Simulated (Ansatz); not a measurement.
# SiH3+ (singlet): wave-function methods side by side at scale of all distances = 1.000, cc-pVDZ

The task here is to estimate one member of a computed series from the others.

Method: cc-pVDZ, core rule «outside noble gas», up to 5 orbitals frozen; program: Ansatz 0.2.0, Gaussian basis.

To be run: UHF; CCSD(T) on RHF; BCCD(T) on RHF; CISD; CCSDT(Q) on RHF; CCSDTQ on RHF; CASSCF and MRCISD+Q, 2 electrons in 2 orbitals; CASSCF and NEVPT2, 2 electrons in 2 orbitals; CASSCF and MRCISD+Q, 6 electrons in 7 orbitals; CASSCF and NEVPT2, 6 electrons in 7 orbitals; Full CI.

8 further runs of the same task are left out: 2 for a known fault of the program, 6 that didn't finish.

### The system

The geometry derives from a PBE0/def2-TZVP stationary point (not a proven minimum). All distances are scaled together.

4 atoms, charge 1, spin multiplicity 1.

Atoms are counted from 1 here; the program's logs count them from 0.

Bond lengths: Si1–H2 1.472 Å, Si1–H3 1.472 Å, Si1–H4 1.472 Å. Angles: H2–Si1–H3 120.0°, H2–Si1–H4 120.0°, H3–Si1–H4 120.0°.

Coordinates:

```xyz
4

Si    0.0000    0.0000    0.0000
H     1.4719    0.0142   -0.0001
H    -0.7483    1.2676   -0.0029
H    -0.7237   -1.2818    0.0030
```

Set-up of the first run:

The input, in.yaml:

```yaml
crystal:
  periodic: [false, false, false]
  atoms:
    - {symbol: Si, position_ang: [0.000000, 0.000000, 0.000000]}
    - {symbol: H, position_ang: [1.471943, 0.014227, -0.000096]}
    - {symbol: H, position_ang: [-0.748293, 1.267623, -0.002905]}
    - {symbol: H, position_ang: [-0.723650, -1.281850, 0.003001]}
basis:
  gaussian: {orbitals: cc-pVDZ}
total_charge: 1
magnetization: {spin_polarized: true, initial_magnetization: 0}
hamiltonian: {xc: hf}
output: {orbitals: {seedname: orbitals}}
```

The run is started by

```console
$ ansatz run in.yaml --threads 1 --pin off --events-out ev --progress --plain --max-ram 2393MiB
```

Among the steps run: UHF; CCSD(T) on RHF; BCCD(T) on RHF; CISD; CCSDT(Q) on RHF; CCSDTQ on RHF; CASSCF and MRCISD+Q, 2 electrons in 2 orbitals; CASSCF and NEVPT2, 2 electrons in 2 orbitals; CASSCF and MRCISD+Q, 6 electrons in 7 orbitals; CASSCF and NEVPT2, 6 electrons in 7 orbitals; Full CI.

One of the session's tables, all rows but one given; the rest of the session is left out.

```
          method  from FCI (kcal/mol)
             RHF               +69.36
            RMP2                    ?
            CISD                +3.50
           RCCSD                +1.28
        RCCSD(T)                +0.32
         BCCD(T)                +0.31
          RCCSDT                +0.03
       RCCSDT(Q)                +0.01
         RCCSDTQ                 0.00
     CASSCF pair               +60.32
     NEVPT2 pair               +16.79
     MRCISD pair                +2.63
   MRCISD+Q pair                -0.45
  CASSCF valence               +38.67
  NEVPT2 valence               +12.51
  MRCISD valence                +1.40
MRCISD+Q valence                +0.21
             FCI                    0
```

**Question.** Estimate the row for RMP2.

As computed: from FCI (kcal/mol): +16.88. In the column «from FCI (kcal/mol)» it lies between NEVPT2 pair (+16.79) and CASSCF valence (+38.67).

Caveats from the session: MRCISD+Q pair falls below full CI: the +Q correction isn't variational, and the cores differ from full CI's.
